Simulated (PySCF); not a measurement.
Basis-set dependence of population analyses: 2,2,2-trifluoroethanethiol

2,2,2-trifluoroethanethiol, C2H3F3S.
Cartesian coordinates in Å at the PBE0-D3(BJ)/def2-SVP level; atoms count from 1:
```xyz
9
C2H3F3S angstrom
F     -1.3657    0.2370    0.9644
C     -0.8357   -0.3757   -0.0989
F     -1.1459   -1.6743   -0.0090
F     -1.4307    0.1096   -1.1842
C      0.6659   -0.2070   -0.1406
S      1.2219    1.5103   -0.2314
H      1.0943   -0.7261    0.7285
H      1.0376   -0.7064   -1.0463
H      0.7948    1.8584    1.0012
```

PBE0 throughout (PySCF), one geometry, spherical d and f functions. Isolated species at its PBE0-D3(BJ)/def2-SVP geometry (one conformer only). Atoms taken as equivalent share a column and are averaged.

Mulliken charges (e):

```json
{"basis": "STO-3G", "functions": "37", "F1/F3/F4": "-0.118", "C2": "+0.337", "C5": "-0.268", "S6": "+0.096", "H7/H8": "+0.097", "H9": "-0.006"}
{"basis": "6-31G", "functions": "64", "F1/F3/F4": "-0.273", "C2": "+0.815", "C5": "-0.698", "S6": "+0.108", "H7/H8": "+0.253", "H9": "+0.087"}
{"basis": "pcSseg-0", "functions": "64", "F1/F3/F4": "-0.326", "C2": "+1.007", "C5": "-0.892", "S6": "+0.023", "H7/H8": "+0.325", "H9": "+0.189"}
{"basis": "6-31G*", "functions": "94", "F1/F3/F4": "-0.296", "C2": "+0.956", "C5": "-0.640", "S6": "-0.040", "H7/H8": "+0.241", "H9": "+0.131"}
{"basis": "def2-SVP", "functions": "103", "F1/F3/F4": "-0.182", "C2": "+0.545", "C5": "-0.238", "S6": "-0.075", "H7/H8": "+0.112", "H9": "+0.092"}
{"basis": "cc-pVDZ", "functions": "103", "F1/F3/F4": "-0.166", "C2": "+0.488", "C5": "-0.224", "S6": "-0.079", "H7/H8": "+0.103", "H9": "+0.107"}
{"basis": "pcSseg-1", "functions": "124", "F1/F3/F4": "-0.263", "C2": "+0.784", "C5": "-0.423", "S6": "-0.089", "H7/H8": "+0.183", "H9": "+0.151"}
{"basis": "aug-cc-pVDZ", "functions": "169", "F1/F3/F4": "-0.465", "C2": "+1.525", "C5": "-0.317", "S6": "+0.160", "H7/H8": "-0.060", "H9": "+0.146"}
{"basis": "6-311+G(2d,p)", "functions": "188", "F1/F3/F4": "-0.281", "C2": "+0.643", "C5": "-0.172", "S6": "-0.144", "H7/H8": "+0.193", "H9": "+0.129"}
{"basis": "def2-TZVP", "functions": "210", "F1/F3/F4": "-0.160", "C2": "+0.444", "C5": "-0.241", "S6": "-0.197", "H7/H8": "+0.155", "H9": "+0.164"}
{"basis": "cc-pVTZ", "functions": "226", "F1/F3/F4": "-0.157", "C2": "+0.488", "C5": "-0.247", "S6": "-0.134", "H7/H8": "+0.128", "H9": "+0.111"}
{"basis": "IGLO-III", "functions": "249", "F1/F3/F4": "-0.189", "C2": "+0.513", "C5": "-0.427", "S6": "+0.149", "H7/H8": "+0.174", "H9": "-0.017"}
```

IAO charges (e):

```csv
basis,functions,F1/F3/F4,C2,C5,S6,H7/H8,H9
STO-3G,37,-0.145,+0.442,-0.423,+0.097,+0.147,+0.026
6-31G,64,-0.260,+0.737,-0.407,-0.047,+0.194,+0.110
pcSseg-0,64,-0.258,+0.742,-0.426,-0.045,+0.194,+0.114
6-31G*,94,-0.278,+0.812,-0.398,-0.028,+0.179,+0.091
def2-SVP,103,-0.278,+0.808,-0.392,-0.027,+0.175,+0.096
cc-pVDZ,103,-0.277,+0.807,-0.396,-0.036,+0.178,+0.100
pcSseg-1,124,-0.281,+0.809,-0.396,-0.031,+0.180,+0.100
aug-cc-pVDZ,169,-0.284,+0.817,-0.395,-0.045,+0.183,+0.108
"6-311+G(2d,p)",188,-0.284,+0.816,-0.402,-0.033,+0.184,+0.103
def2-TZVP,210,-0.286,+0.827,-0.406,-0.028,+0.183,+0.100
cc-pVTZ,226,-0.285,+0.826,-0.404,-0.036,+0.183,+0.103
IGLO-III,249,-0.286,+0.821,-0.406,-0.026,+0.184,+0.100
```

Some averages cover members that differ in this geometry, most widely: H7/H8, Mulliken in aug-cc-pVDZ -0.086 to -0.034; F1/F3/F4, Mulliken in aug-cc-pVDZ -0.491 to -0.447; F1/F3/F4, Mulliken in 6-311+G(2d,p) -0.293 to -0.259 e.

**Question.** Which scheme is steadiest as the basis changes?

**Answer.** Largest range over the bases for any column: IAO 0.39 e, Mulliken 1.19 e. IAO charges move least and Mulliken charges most, counted in e. Without the minimal STO-3G basis the ranges are IAO 0.09, Mulliken 1.08 e.

**Question.** How much do the charges still move between the two largest bases, cc-pVTZ and IGLO-III?

**Answer.** At most, over all atoms: Mulliken 0.283 e, IAO 0.010 e.

**Question.** What do the same runs give for the total energy, the frontier levels and the dipole moment?

**Answer.** 
```csv
basis,energy (Eh),HOMO (eV),LUMO (eV),μ (D)
STO-3G,-765.5769,-3.80,6.15,0.97
6-31G,-775.0812,-7.57,0.69,1.96
pcSseg-0,-773.8856,-7.68,0.70,1.93
6-31G*,-775.2068,-7.32,0.56,1.56
def2-SVP,-774.8274,-7.33,0.72,1.66
cc-pVDZ,-775.2594,-7.32,0.58,1.58
pcSseg-1,-775.1906,-7.51,0.29,1.70
aug-cc-pVDZ,-775.2933,-7.51,-0.37,1.67
"6-311+G(2d,p)",-775.3732,-7.51,-0.19,1.72
def2-TZVP,-775.4156,-7.47,0.13,1.67
cc-pVTZ,-775.4003,-7.46,0.21,1.62
IGLO-III,-775.4180,-7.42,0.11,1.69
```

The dipole is fixed by the density alone, so its range of 0.99 D shows that the density itself changes with the basis, not only its division among atoms.
